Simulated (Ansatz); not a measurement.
A made-up structure of CH₅Al₂, doublet:

```
8
angstrom
C -0.8039 0.9798 -0.7016
Al 0.6558 0.1943 0.3459
Al 0.5447 -2.1785 1.2584
H -0.3993 1.5928 -1.5137
H -1.3975 1.6484 -0.0681
H -1.4810 0.2427 -1.1375
H 1.7800 1.1460 0.9641
H -0.2881 1.7846 -0.2437
```

It is relaxed with PBE-D4/def2-SVP and then PBE0-D4/def2-TZVP (Ansatz 0.2.0). Atoms count as bonded within 1.22 times the sum of their covalent radii (H–H: 0.88 Å). The end point is not checked to be a true minimum.

(1) Does its bonding change? (Judge from chemistry; the calculation decides.)

Results:

(1) The calculation gives: Yes. Formed: none; broken: C1–Al2.

Where it ends: The first stage lowers the energy by 3.55 eV in 20 steps. It ends as a complex of Al₂H ([Al][AlH]) + CH₄:
C1  (-0.887, 1.199, -0.771)
Al2  (1.329, -0.005, 1.019)
Al3  (-0.453, -1.958, 0.946)
H4  (-1.242, 1.646, -1.700)
H5  (-1.731, 0.996, -0.113)
H6  (-0.376, 0.264, -1.031)
H7  (2.169, 1.369, 0.843)
H8  (-0.199, 1.898, -0.290)
(Å)

Labels in which every atom is bracketed show which atoms are joined, not bond orders.

For scale, one of the runs: PBE0-D4/def2-TZVP relaxation, 135 basis functions, launched by `ansatz run in.yaml --threads 2 --pin off --events-out ev --progress --plain --max-ram 4352MiB`. Hardware: 2 CPU threads of an Intel Xeon 6975P-C, shared host. Wall time about 120 s.
